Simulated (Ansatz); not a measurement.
Reaction (hydrogenolysis of a C–C bond): `CC(C)(C)F` + H₂ → `CC(C)F` + CH₄

Calculated with Ansatz (gas phase, PBE0-D4/def2-TZVP geometries, no zero-point term in ΔE). CCSD(T)/CBS adds triple-zeta CCSD(T) − MP2 to the extrapolated MP2 energy (def2 sets, frozen cores). This one scheme is used for every species. DFT in def2-TZVPP. B3LYP here is the variant with VWN-RPA as its local correlation; programs differ in this. HSE06 is defined as in plane-wave codes.

```csv
level,ΔE (kJ/mol),difference from CCSD(T)/CBS
LDA (SPW92),-43.6,4.9
PBE-D4,-51.8,-3.3
revPBE-D4,-45.9,2.6
BLYP-D4,-53.4,-4.9
r2SCAN-D4,-50.6,-2.1
B97M-V,-55.9,-7.4
PBE0-D4,-53.8,-5.3
B3LYP-D4,-55.9,-7.4
r2SCANh-D4,-51.5,-3.0
r2SCAN0-D4,-52.7,-4.2
BHLYP-D4,-58.7,-10.2
CAM-B3LYP-D4,-55.7,-7.2
ωB97X-V,-50.9,-2.4
ωB97M-V,-50.5,-2.0
B2PLYP,-59.1,-10.6
PBE-QIDH,-53.5,-5.0
PBE,-58.6,-10.1
BLYP,-67.8,-19.3
r2SCAN,-52.4,-3.9
PBE0,-59.6,-11.1
B3LYP,-66.5,-18.0
r2SCAN0,-54.9,-6.4
HSE06,-59.6,-11.1
BHLYP,-66.3,-17.8
CAM-B3LYP,-61.5,-13.0
LC-ωPBE,-57.6,-9.1
RPA@PBE/def2-TZVPP,-48.0,0.5
HF/def2-SVP,-74.5,-26.0
CCSD/def2-SVP,-53.3,-4.8
CCSD(T)/def2-SVP,-49.2,-0.7
HF/def2-TZVPP,-73.8,-25.3
MP2/def2-TZVPP,-46.1,2.4
SCS-MP2/def2-TZVPP,-51.2,-2.7
CCSD(T)/def2-TZVPP,-49.9,-1.4
HF/def2-QZVPP,-73.7,-25.2
MP2/def2-QZVPP,-45.2,3.3
SCS-MP2/def2-QZVPP,-50.5,-2.0
HF/CBS(def2),-73.7,-25.2
MP2/CBS(def2),-44.6,3.9
CCSD/CBS(def2),-53.1,-4.6
CCSD(T)/CBS,-48.5,0
```

Largest T1 diagnostic among the species: 0.010.

Leaving LDA and LC-ωPBE aside and taking each functional with its dispersion term where it has one, the values spread over 13.2 kJ/mol, from B2PLYP to revPBE-D4. LDA lies +15.0 kJ/mol from PBE without D4. In def2-TZVPP, CCSD(T) changes the Hartree–Fock value by +23.8 kJ/mol (the triples alone add +4.6 kJ/mol) and MP2 by +27.7 kJ/mol.
